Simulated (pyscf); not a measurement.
Optimised with ωB97X-D3(BJ)/def2-SVP in PySCF. MP2 and CC: frozen core, UHF for open shells. ΔMP2 is the change of the MP2 total energy from the triple- to the quadruple-zeta basis.

SMILES: [F][SnH]([F])[F]
```xyz
5

F      0.4790     0.4296     0.4502
Sn    -1.1850    -0.4949     0.2463
F     -0.7882    -2.0139    -0.8492
F     -2.2650     0.6438    -0.8492
H     -1.9136    -0.8949     1.7118
```
Charge 0, spin multiplicity 1.

### Question
What are the homolytic bond dissociation enthalpies (298 K) of `[F][SnH]([F])[F]` at CCSD(T)/def2-TZVPP + ΔMP2(QZVPP), weakest first?

### Answer
H–Sn to F–Sn•(F)–F + H•: 75.6 kcal/mol; F–Sn to F• + F–SnH•–F: 115.3 kcal/mol. Ring and multiple bonds, and those that leave no two simple radicals, are not listed. The CCSD(T) − MP2 part came from Ansatz, without density fitting, on the same reference. The frozen core leaves the outer d or s,p core shells of the metals and heavy elements correlated in the MP2 and CC values, and def2-TZVPP describes them poorly, which can shift differences by a few kcal/mol. Left out: the spin-orbit lowering of F. Elements past Kr carry the def2 core potentials, without spin-orbit coupling.
